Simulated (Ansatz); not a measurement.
Results of G0W0@PBE (Ansatz, a quantum-chemistry and plane-wave program, hard PAW, contour deformation) for rock-salt PbS.

The same calculation (at the measured cell, 26.185 Å³/atom) with different numerical settings; throughout: k mesh 4×4×4:

```
run  response cutoff (eV)  empty bands  quasiparticle gap on the mesh (eV)  quasiparticle gap at Γ (eV)   rough time
---  --------------------  -----------  ----------------------------------  ---------------------------  -----------
1                     150          401                               0.501                        7.714    90 core-s
2                     200          618                               0.544                        7.724   6 core-min
3                     250          864                               0.562                        7.729  10 core-min
4                     300         1135                               0.571                        7.733  20 core-min
```

In the column quasiparticle gap on the mesh (eV) the first row differs from the last by -0.070 and the next to last by -0.009.

The last row is no converged limit: other settings stay fixed.

Spin–orbit coupling is not included.

Note: filled d or f shells below the valence bands can shift G0W0 gaps through exchange with them, which wasn't tested here.
